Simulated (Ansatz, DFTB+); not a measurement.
Lattice constant a (Å) of solids drawn from the class of elemental solids other than molecular ones, at two levels: GFN1-xTB as cut by DFTB+ (DFTB+), and r²SCAN (PAW; Ansatz, a first-principles code).

```
solid   GFN1-xTB as cut by DFTB+  r²SCAN  shift (%)
------  ------------------------  ------  ---------
bcc Ta                     3.364   3.305      -1.75
fcc Ca                     6.860   5.568      -18.8
bcc W                      3.249   3.169      -2.46
bcc Nb                     3.368   3.303      -1.93
fcc Ag                     4.202   4.104      -2.33
fcc Cu                     3.792   3.577      -5.67
bcc Rb                     5.998   5.747      -4.18
```

The shifts run from -18.8 % to -1.75 %, with a median of -2.46 %.

Over all 7 rows r²SCAN is the larger in 0.

Ansatz's runs of these crystals have no spin polarisation.

Spin–orbit coupling is left out, also for the solids with elements from indium on (bcc Ta, bcc W); its size isn't shown.

Caveats: codes differ in how they cut the long-range tail of xTB's charge interaction in a crystal, so the value belongs to this code (GFN1-xTB as cut by DFTB+: bcc Ta, fcc Ca, bcc W, bcc Nb, fcc Ag, fcc Cu and 1 more); the cell moved over 20 % in volume from its start (GFN1-xTB as cut by DFTB+: fcc Ca); the method was fitted mainly to molecules (GFN1-xTB as cut by DFTB+: bcc Ta, fcc Ca, bcc W, bcc Nb, fcc Ag, fcc Cu and 1 more). Ansatz's density-functional and Hartree–Fock values are scalar-relativistic unless marked +SOC, with PAW data made under PBE.
